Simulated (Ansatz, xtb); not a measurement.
**Relative energy of two isomers of C5H6O**

We compare I, `CCC#CC=O`, a singlet, with II, `C#C[C@@H](C)C=O`, a singlet. Both are isolated molecules in the gas phase, relaxed with PBE-D3(BJ)/def2-SVP, each in the lowest conformer that the search found.

Quicker runs give these differences E(II) − E(I): GFN2-xTB +0.246 eV; HF/STO-3G +0.258 eV (at GFN2-xTB geometries); r2SCAN-D4/def2-SVP +0.189 eV (at GFN2-xTB geometries).

Problem. Estimate E(II) − E(I) at the level CCSD(T)/def2-SVP + ΔMP2/def2-TZVPP.

Solution. Calculated at CCSD(T)/def2-SVP + ΔMP2/def2-TZVPP: E(II) − E(I) = +0.044 eV, so structure I lies lower.

How the difference moves with the method:

```json
{"level": "GFN2-xTB", "geometry": "GFN2-xTB", "E(II) − E(I) (eV)": "+0.246", "departure from the last row (eV)": "+0.202", "job, with rough time for the two": "optimisation, 0.16 s"}
{"level": "HF/STO-3G", "geometry": "GFN2-xTB", "E(II) − E(I) (eV)": "+0.258", "departure from the last row (eV)": "+0.214", "job, with rough time for the two": "single point, 0.38 s"}
{"level": "r2SCAN-D4/def2-SVP", "geometry": "GFN2-xTB", "E(II) − E(I) (eV)": "+0.189", "departure from the last row (eV)": "+0.145", "job, with rough time for the two": "single point, 5 s"}
{"level": "PBE-D3(BJ)/def2-SVP", "geometry": "PBE-D3(BJ)/def2-SVP", "E(II) − E(I) (eV)": "+0.216", "departure from the last row (eV)": "+0.172", "job, with rough time for the two": "optimisation, 28 s"}
{"level": "HF/def2-SVP", "geometry": "PBE-D3(BJ)/def2-SVP", "E(II) − E(I) (eV)": "+0.066", "departure from the last row (eV)": "+0.023", "job, with rough time for the two": "part of the CCSD(T) run"}
{"level": "MP2/def2-SVP", "geometry": "PBE-D3(BJ)/def2-SVP", "E(II) − E(I) (eV)": "+0.068", "departure from the last row (eV)": "+0.025", "job, with rough time for the two": "part of the CCSD(T) run"}
{"level": "CCSD(T)/def2-SVP", "geometry": "PBE-D3(BJ)/def2-SVP", "E(II) − E(I) (eV)": "+0.053", "departure from the last row (eV)": "+0.009", "job, with rough time for the two": "single point"}
{"level": "CCSD(T)/def2-SVP + ΔMP2/def2-TZVPP", "geometry": "PBE-D3(BJ)/def2-SVP", "E(II) − E(I) (eV)": "+0.044", "departure from the last row (eV)": "", "job, with rough time for the two": "single point, 59 s"}
```

As drawn, both hold the same kinds of bond in the same numbers.

The levels shown agree on the order. The largest departure from CCSD(T)/def2-SVP + ΔMP2/def2-TZVPP is that of HF/STO-3G, 0.214 eV. The last row adds to CCSD(T) the change of the MP2 difference between the two basis sets, here −0.009 eV.

With thermal terms from frequencies at re-optimised GFN2-xTB minima (ideal gas, soft modes damped towards free rotors, one conformer each, 298.15 K, 1 atm): the zero-point term adds −0.023 eV; ΔH is +0.015 and ΔG +0.038 eV.

The correlated steps freeze 6 core orbitals. Mirror images aren't counted in ΔG. Codes used: Ansatz 0.2.0, xtb 6.7.1; the last row on 2 threads of Arm Neoverse V1 on a shared host.
